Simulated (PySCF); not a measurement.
# C3H4ClN (SMILES ClC1=NCC1): levels of theory compared

Wanted: a comparison of 6 runs (HF/def2-SVP, B3LYP/6-31G*, PBE0/def2-SVP, MP2/def2-SVP, MP2/6-31+G*, CCSD(T)/6-31G**) of C3H4ClN. The job is set up through a Python script.

The results are computed with PySCF 2.14.0.

## Step 1: The structure to begin with

The species is C3H4ClN (9 atoms), meant as a singlet with charge 0. SMILES: `ClC1=NCC1`. The coordinates come from a PBE0-D4/def2-TZVP relaxation.

Bond lengths: Cl1–C2 1.710 Å, C2–N3 1.272 Å, N3–C4 1.493 Å, C2–C5 1.491 Å, C4–C5 1.545 Å, C4–H6 1.091 Å, C4–H7 1.091 Å, C5–H8 1.090 Å, C5–H9 1.090 Å. Some angles: Cl1–C2–N3 127.4°, Cl1–C2–C5 130.8°, N3–C2–C5 101.8°, C2–N3–C4 88.8°, N3–C4–C5 90.0°, C2–C5–C4 79.5°, N3–C4–H6 112.1°, N3–C4–H7 112.1°, C5–C4–H6 115.7°, C5–C4–H7 115.7°.

## Step 2: Energy and gradient at HF/def2-SVP (run 1)

Input file input.xyz:

```xyz
9

Cl    -1.062000    -2.393100    -0.798600
C     -0.213200    -0.959500    -0.414300
N      0.962000    -0.636800    -0.777800
C      0.811700     0.641200    -0.020300
C     -0.613300     0.220600     0.404700
H      0.872200     1.513600    -0.672400
H      1.539900     0.726900     0.787400
H     -1.437900     0.813500     0.007800
H     -0.770900     0.027500     1.466300
```

Input file calc.py:

```python
import pyscf.grad
from pyscf import gto

mol = gto.M(
    atom='input.xyz',
    basis='def2-svp',
    verbose=3,
    max_memory=1860,
    charge=0,
    spin=0,
)

mf = mol.RHF()
mf.conv_tol = 1e-10
mf.kernel()
if not mf.converged:
    mf = mf.newton().run(mf.mo_coeff, mf.mo_occ)

etot = mf.e_tot
print('Final energy', etot)
grad = mf.Gradients().kernel()
mf.analyze()
```

On the command line:

```bash
$ OMP_NUM_THREADS=1 python calc.py
```

The program printed:

```text
converged SCF energy = -629.547234247587
[... 15 lines left out ...]
MO #6   energy= -10.5714059266712  occ= 2
[... 7 lines left out ...]
MO #14  energy= -0.698799842084503 occ= 2
[... 7 lines left out ...]
MO #22  energy= -0.435995965592854 occ= 2
[... 7 lines left out ...]
MO #30  energy= 0.290775838657779  occ= 0
[... 7 lines left out ...]
MO #38  energy= 0.732014969932238  occ= 0
[... 7 lines left out ...]
MO #46  energy= 0.904445101415128  occ= 0
[... 7 lines left out ...]
MO #54  energy= 1.07744244344325   occ= 0
[... 7 lines left out ...]
MO #62  energy= 1.49749416651171   occ= 0
[... 7 lines left out ...]
MO #70  energy= 2.01696815076216   occ= 0
[... 7 lines left out ...]
MO #78  energy= 2.35571631271504   occ= 0
[... 7 lines left out ...]
MO #86  energy= 2.9759102070501    occ= 0
[... 7 lines left out ...]
MO #94  energy= 3.60639628279428   occ= 0
[... 10 lines left out ...]
Dipole moment(X, Y, Z, Debye): -1.25884,  2.25362,  1.79018
```

Wall time 21 s (1 thread of Intel Xeon at 2.50GHz (Skylake/Cascade Lake), shared host); peak memory 0.19 GiB.

## Step 3: Energy and forces at B3LYP/6-31G(d) (spherical functions) (run 2)

Input file calc.py:

```python
from pyscf import gto, dft

system = gto.M(
    atom='''
Cl  -1.062000  -2.393100  -0.798600
C   -0.213200  -0.959500  -0.414300
N    0.962000  -0.636800  -0.777800
C    0.811700   0.641200  -0.020300
C   -0.613300   0.220600   0.404700
H    0.872200   1.513600  -0.672400
H    1.539900   0.726900   0.787400
H   -1.437900   0.813500   0.007800
H   -0.770900   0.027500   1.466300
''',
    verbose=3,
    spin=0,
    charge=0,
    basis='6-31g*',
    max_memory=1860,
)

myscf = dft.RKS(system)
myscf.xc = 'b3lyp'
myscf.grids.level = 5
myscf.conv_tol = 1e-10
myscf.kernel()
if not myscf.converged:
    myscf = myscf.newton().run(myscf.mo_coeff, myscf.mo_occ)

energy = myscf.e_tot
print(f'total energy: {energy:.8f} hartree')
grad = myscf.nuc_grad_method().kernel()
myscf.analyze()
```

On the command line:

```bash
$ OMP_NUM_THREADS=1 python calc.py
```

The program printed:

```text
converged SCF energy = -631.614742094722
[... 14 lines left out ...]
MO #5   energy= -10.2090536185032  occ= 2
[... 6 lines left out ...]
MO #12  energy= -0.73887386608379  occ= 2
[... 6 lines left out ...]
MO #19  energy= -0.372549712310422 occ= 2
[... 6 lines left out ...]
MO #26  energy= 0.0955703590535677 occ= 0
[... 6 lines left out ...]
MO #33  energy= 0.328107185833987  occ= 0
[... 6 lines left out ...]
MO #40  energy= 0.53248879596787   occ= 0
[... 6 lines left out ...]
MO #47  energy= 0.792888076086767  occ= 0
[... 6 lines left out ...]
MO #54  energy= 0.891066142493603  occ= 0
[... 6 lines left out ...]
MO #61  energy= 1.31110265229783   occ= 0
[... 6 lines left out ...]
MO #68  energy= 1.8854513826916    occ= 0
[... 6 lines left out ...]
MO #75  energy= 2.3492374575323    occ= 0
[... 6 lines left out ...]
MO #82  energy= 2.94133785669575   occ= 0
[... 10 lines left out ...]
Dipole moment(X, Y, Z, Debye): -1.07933,  2.13695,  1.64522
```

Run time: 71 s. Hardware: 1 thread of Intel Xeon at 2.50GHz (Skylake/Cascade Lake), shared host; peak memory 0.8 GiB.

Runs 3 to 4 aren't shown in full; the table further down has their settings and results.

## Step 4: Energy and forces at MP2/6-31+G(d) (spherical functions) (run 5)

Input file input.py:

```python
from pyscf import gto, mp

mol = gto.M(
    atom='''
Cl    -2.006889    -4.522304    -1.509135
C     -0.402890    -1.813192    -0.782914
N      1.817917    -1.203378    -1.469829
C      1.533891     1.211692    -0.038361
C     -1.158969     0.416874     0.764772
H      1.648219     2.860289    -1.270652
H      2.909989     1.373642     1.487970
H     -2.717237     1.537292     0.014740
H     -1.456790     0.051967     2.770905
''',
    verbose=4,
    basis='6-31+g*',
    unit='bohr',
    max_memory=1860,
)

mf = mol.RHF()
mf.conv_tol = 1e-10
mf.kernel()
if not mf.converged:
    mf = mf.newton().run(mf.mo_coeff, mf.mo_occ)

pt = mp.MP2(mf, frozen=9).run()
energy = pt.e_tot
print('E = %.10f Eh' % energy)
grad = pt.nuc_grad_method().kernel()
dip = mf.dip_moment()
pop, q = mf.mulliken_pop()
```

On the command line:

```bash
$ OMP_NUM_THREADS=1 python input.py
```

The program printed:

```text
PySCF version 2.14.0

[... 67 lines left out ...]
converged SCF energy = -629.810462913922
[... 17 lines left out ...]
Dipole moment(X, Y, Z, Debye): -1.26989,  2.41496,  1.88220
[... 73 lines left out ...]
pop of  3 C 3dyz          0.02015
pop of  3 C 3dz^2         0.00661
pop of  3 C 3dxz          0.01470
pop of  3 C 3dx2-y2       0.02029
pop of  4 C 1s            1.99781
pop of  4 C 2s            0.64668
pop of  4 C 3s            0.69331
pop of  4 C 4s           -0.11710
pop of  4 C 2px           0.69915
pop of  4 C 2py           0.65025
pop of  4 C 2pz           0.70340
pop of  4 C 3px           0.32116
pop of  4 C 3py           0.28903
pop of  4 C 3pz           0.39066
pop of  4 C 4px           0.00242
pop of  4 C 4py           0.02255
pop of  4 C 4pz           0.01029
pop of  4 C 3dxy          0.01083
pop of  4 C 3dyz          0.01013
pop of  4 C 3dz^2         0.01363
pop of  4 C 3dxz          0.00727
pop of  4 C 3dx2-y2       0.01096
pop of  5 H 1s            0.52836
pop of  5 H 2s            0.26269
pop of  6 H 1s            0.52836
pop of  6 H 2s            0.26269
pop of  7 H 1s            0.52018
pop of  7 H 2s            0.24528
pop of  8 H 1s            0.52016
pop of  8 H 2s            0.24530
 ** Mulliken atomic charges  **
charge of    0Cl =      0.15596
charge of    1C =     -0.17529
charge of    2N =     -0.21877
charge of    3C =     -0.28644
charge of    4C =     -0.36244
charge of    5H =      0.20895
charge of    6H =      0.20896
charge of    7H =      0.23454
charge of    8H =      0.23454
```

Run time: 67 s. Hardware: 1 thread of Intel Xeon at 2.50GHz (Skylake/Cascade Lake), shared host; peak memory 0.88 GiB.

## Step 5: The energy at CCSD(T)/6-31G(d,p) (spherical functions) (run 6)

Input file job.py:

```python
# ClC1=NCC1
from pyscf import gto, cc

system = gto.Mole()
system.atom = '''
Cl  -1.062000  -2.393100  -0.798600
C   -0.213200  -0.959500  -0.414300
N    0.962000  -0.636800  -0.777800
C    0.811700   0.641200  -0.020300
C   -0.613300   0.220600   0.404700
H    0.872200   1.513600  -0.672400
H    1.539900   0.726900   0.787400
H   -1.437900   0.813500   0.007800
H   -0.770900   0.027500   1.466300
'''
system.verbose = 4
system.basis = '6-31g**'
system.max_memory = 1860
system.build()

mf = system.RHF()
mf.conv_tol = 1e-10
mf.kernel()
if not mf.converged:
    mf = mf.newton().run(mf.mo_coeff, mf.mo_occ)

mycc = cc.CCSD(mf, frozen=9)
mycc.kernel()
e_t = mycc.ccsd_t()
e_tot = mycc.e_tot + e_t
print('Final energy', e_tot)
dip = mf.dip_moment()
pop, q = mf.mulliken_pop()
```

On the command line:

```bash
$ OMP_NUM_THREADS=1 python job.py
```

The program printed:

```text
PySCF version 2.14.0

[... 67 lines left out ...]
converged SCF energy = -629.812231431309
[... 12 lines left out ...]
Init t2, MP2 energy = -630.504776647963  E_corr(MP2) -0.692545216653768
[... 12 lines left out ...]
CCSD converged
[... 2 lines left out ...]
Final energy -630.5712988646769
Dipole moment(X, Y, Z, Debye): -1.20280,  2.35492,  1.81915
[... 65 lines left out ...]
pop of  4 C 2py           0.64851
pop of  4 C 2pz           0.69604
pop of  4 C 3px           0.30481
pop of  4 C 3py           0.27579
pop of  4 C 3pz           0.35768
pop of  4 C 3dxy          0.00980
pop of  4 C 3dyz          0.00977
pop of  4 C 3dz^2         0.01171
pop of  4 C 3dxz          0.00677
pop of  4 C 3dx2-y2       0.01093
pop of  5 H 1s            0.53419
pop of  5 H 2s            0.30994
pop of  5 H 2px           0.00169
pop of  5 H 2py           0.00641
pop of  5 H 2pz           0.00446
pop of  6 H 1s            0.53419
pop of  6 H 2s            0.30994
pop of  6 H 2px           0.00527
pop of  6 H 2py           0.00134
pop of  6 H 2pz           0.00596
pop of  7 H 1s            0.52540
pop of  7 H 2s            0.30108
pop of  7 H 2px           0.00609
pop of  7 H 2py           0.00410
pop of  7 H 2pz           0.00277
pop of  8 H 1s            0.52538
pop of  8 H 2s            0.30110
pop of  8 H 2px           0.00178
pop of  8 H 2py           0.00198
pop of  8 H 2pz           0.00921
 ** Mulliken atomic charges  **
charge of    0Cl =      0.02190
charge of    1C =      0.15526
charge of    2N =     -0.42380
charge of    3C =     -0.05113
charge of    4C =     -0.30996
charge of    5H =      0.14331
charge of    6H =      0.14331
charge of    7H =      0.16056
charge of    8H =      0.16055
```

It took 71 s on 1 thread of Intel Xeon at 2.50GHz (Skylake/Cascade Lake), shared host; peak memory 0.58 GiB.

## Step 6: All runs side by side

| run | level | integration grid | frozen core orbitals | energy (Eh) | dipole moment (D) of the reference | HOMO energy (eV) | LUMO energy (eV) | wall time |
| --- | --- | --- | --- | --- | --- | --- | --- | --- |
| 1 | HF/def2-SVP | – | – | -629.547234 | 3.14 | -10.97 | 4.11 | 21 s |
| 2 | B3LYP/6-31G* (spherical functions) | 5 | – | -631.614742 | 2.90 | -7.55 | -0.26 | 71 s |
| 3 | PBE0/def2-SVP | 5 | – | -631.003828 | 2.85 | -7.93 | -0.15 | 77 s |
| 4 | MP2/def2-SVP | – | 9 | -630.246179 | 3.14 | -10.97 | 4.11 | 35 s |
| 5 | MP2/6-31+G* (spherical functions) | – | 9 | -630.486094 | 3.31 | -11.05 | 1.86 | 67 s |
| 6 | CCSD(T)/6-31G** (spherical functions) | – | 9 | -630.571299 | 3.21 | -10.93 | 4.20 | 71 s |

## Step 7: Outcome

| quantity | value |
| --- | --- |
| run 6: total energy | -630.57130 Eh |
| run 6: dipole moment (Hartree–Fock density) | 3.21 D |
| run 6: HOMO energy (Hartree–Fock orbitals) | -10.93 eV |
| run 6: LUMO energy (Hartree–Fock orbitals) | 4.20 eV |
| run 6: HOMO–LUMO gap (Hartree–Fock orbitals) | 15.13 eV |
| run 6: correlation energy (9 core orbitals frozen) | -759.1 mEh |
| run 6: (T) correction | -26.54 mEh |
| run 6: T1 diagnostic | 0.010 |

What this shows: Over runs 1, 2, 3 the dipole moment (its size) runs from 2.85 D (PBE0/def2-SVP) to 3.14 D (HF/def2-SVP). Over runs 1, 2, 3 the HOMO–LUMO gap runs from 7.29 eV (B3LYP/6-31G*) to 15.08 eV (HF/def2-SVP). The two ends differ in method and basis. Totals of different functionals can't be ranked against each other. All runs together took 5.7 min, the longest 77 s.
